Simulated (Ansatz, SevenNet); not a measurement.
Voigt–Reuss–Hill shear modulus (GPa) of solids drawn from the class of carbides, at two levels: the machine-learned potential SevenNet-0 (trained on PBE and PBE+U data), and PBE in Ansatz (PAW).

| solid | SevenNet-0 | PBE | shift (%) |
|---|---|---|---|
| rock-salt TaC | 128 | 219 | +71 |
| antifluorite Be2C | 124 | 230 | +85 |
| rock-salt HfC | 152 | 181 | +19.1 |
| rock-salt NbC | 134 | 203 | +51 |
| hexagonal WC | 132 | 283 | +114 |
| rock-salt TiC | 159 | 179 | +12.6 |
| antifluorite Mg2C (high-pressure phase) | 75.7 | 78.5 | +3.7 |
| rock-salt ZrC | 151 | 162 | +7.3 |

The shifts run from +3.7 % to +114 %, with a median of +35 %.

Over all 8 rows PBE is the larger in 8.

Database compounds that came out metallic weren't drawn.

Ansatz's runs of these crystals have no spin polarisation.

Spin–orbit coupling is left out, also for the solids with elements from indium on (rock-salt TaC, rock-salt HfC, hexagonal WC); its size isn't shown.

Each level is taken at its own relaxed cell. Ansatz's density-functional and Hartree–Fock values are scalar-relativistic unless marked +SOC, with PAW data made under PBE.

Ansatz is a quantum-chemistry and plane-wave program.
